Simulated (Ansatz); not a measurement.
**AlHF2 (SMILES [F][AlH][F]): functionals against CCSD(T) at one geometry**

The atoms stand at a structure displaced at random from a GFN2-xTB minimum. How far do the functionals agree with CCSD(T) there?

Computed with Ansatz 0.2.0, Gaussian basis. Level: single points in def2-TZVPP.

Correlated methods freeze the cores.

## Step 1: Where the work starts

SMILES `[F][AlH][F]`, 4 atoms, charge 0, spin multiplicity 1.

Atoms are counted from 1 here; the program's logs count them from 0.

Bond lengths: F1–Al2 1.626 Å, Al2–F3 1.635 Å, Al2–H4 1.506 Å. Angles: F1–Al2–F3 120.9°, F1–Al2–H4 119.5°, F3–Al2–H4 119.6°.

Geometry (Å):

```
F     0.02210   -0.97800    1.29950
Al    0.03940    0.00110    0.00150
F    -1.18920   -0.01230   -1.07720
H     1.20390    0.93240   -0.20850
```

## Step 2: CCSD(T)/def2-TZVPP

File run/in.yaml:

```yaml
crystal:
  periodic: [false, false, false]
  atoms:
    - {symbol: F, position_ang: [0.022100, -0.978000, 1.299500]}
    - {symbol: Al, position_ang: [0.039400, 0.001100, 0.001500]}
    - {symbol: F, position_ang: [-1.189200, -0.012300, -1.077200]}
    - {symbol: H, position_ang: [1.203900, 0.932400, -0.208500]}
basis:
  gaussian: {orbitals: def2-TZVPP}
correlation: {method: ccsd_t}
output: {forces: true}
```

No record of the launch command was kept for these runs.

## Step 3: PBE0-D4/def2-TZVPP

Edit run/in.yaml of step 2 so:

```diff
@@ -9,3 +9,3 @@
   gaussian: {orbitals: def2-TZVPP}
-correlation: {method: ccsd_t}
-output: {forces: true}
+hamiltonian: {xc: pbe0, dispersion: d4}
+output: {forces: true, orbitals: {seedname: orbitals}}
```

## Step 4: wB97M-V/def2-TZVPP

Edit run/in.yaml of step 3 so:

```diff
@@ -9,3 +9,3 @@
   gaussian: {orbitals: def2-TZVPP}
-hamiltonian: {xc: pbe0, dispersion: d4}
-output: {forces: true, orbitals: {seedname: orbitals}}
+hamiltonian: {xc: {name: wB97M-V}}
+output: {forces: true}
```

## Step 5: r2SCAN-D4/def2-TZVPP

Edit run/in.yaml of step 4 so:

```diff
@@ -9,3 +9,3 @@
   gaussian: {orbitals: def2-TZVPP}
-hamiltonian: {xc: {name: wB97M-V}}
+hamiltonian: {xc: r2scan, dispersion: d4}
 output: {forces: true}
```

## Step 6: PBE-D4/def2-TZVPP

Edit run/in.yaml of step 5 so:

```diff
@@ -9,3 +9,3 @@
   gaussian: {orbitals: def2-TZVPP}
-hamiltonian: {xc: r2scan, dispersion: d4}
+hamiltonian: {xc: pbe, dispersion: d4}
 output: {forces: true}
```

## Step 7: SPW92/def2-TZVPP

Edit run/in.yaml of step 6 so:

```diff
@@ -9,3 +9,3 @@
   gaussian: {orbitals: def2-TZVPP}
-hamiltonian: {xc: pbe, dispersion: d4}
+hamiltonian: {xc: lda}
 output: {forces: true}
```

## Step 8: r2SCAN0-D4/def2-TZVPP

Edit run/in.yaml of step 7 so:

```diff
@@ -9,3 +9,3 @@
   gaussian: {orbitals: def2-TZVPP}
-hamiltonian: {xc: lda}
+hamiltonian: {xc: {name: r2SCAN0}, dispersion: d4}
 output: {forces: true}
```

(Steps that only read results are left out.)

**Question.** What will these runs give? Wanted: energy less free atoms, CCSD(T)/def2-TZVPP; RMS force component; RMS force error; HOMO and LUMO, PBE0-D4; T1 diagnostic.

As calculated:

| quantity | value |
| --- | --- |
| energy less free atoms, CCSD(T)/def2-TZVPP | -1462.1 kJ/mol |
| RMS force component | 0.280 to 0.447 eV/Å over the methods |
| RMS force error | PBE0-D4 0.061, wB97M-V 0.061, r2SCAN-D4 0.027, PBE-D4 0.198, SPW92 0.128, r2SCAN0-D4 0.182 eV/Å |
| HOMO and LUMO, PBE0-D4 | -10.16 and -0.81 eV |
| T1 diagnostic | 0.013 |

In words: Against CCSD(T) the functionals' energies less atoms differ by -206.3 to +13.6 kJ/mol, PBE-D4 by -24.6 kJ/mol. The reference is not at the basis limit: in triple zeta CCSD(T) underbinds, which counts against methods that bind more; the gaps are no ranking. For forces r2SCAN-D4 does best and PBE-D4 worst. Frozen-core CCSD(T) forces in triple zeta carry basis errors of their own, and this is one geometry, so small gaps rank nothing.
